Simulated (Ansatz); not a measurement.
## Ansatz (development build ahead of 0.2.0) run

```yaml
crystal:
  periodic: [false, false, false]
  atoms:
    - { symbol: Mg, position_ang: [0.0, 0.0, 0.0] }
    - { symbol: S, position_ang: [0.0, 0.0, 2.996] }
basis:
  gaussian: { orbitals: def2-SVP }
magnetization:
  spin_polarized: true
hamiltonian:
  xc: hf
scf:
  omitted_lower_state_checks: [stability, starts, atomic_configurations, cluster_reference, orbital_swaps, given_window_search, neighbouring_geometries, increment]
output:
  forces: true
```

The input is written out in the form of the current development build from the run's settings.

The run gave:

* Converged: yes
* Total energy: -596.85384 hartree
* Spin squared of the determinant: 0.000

Forces (eV/Å):
```
atom     Fx     Fy      Fz
 Mg1  0.000  0.000   1.580
  S2  0.000  0.000  -1.580
```

This is not the lowest solution: another run reaches a determinant 1.67 eV lower.
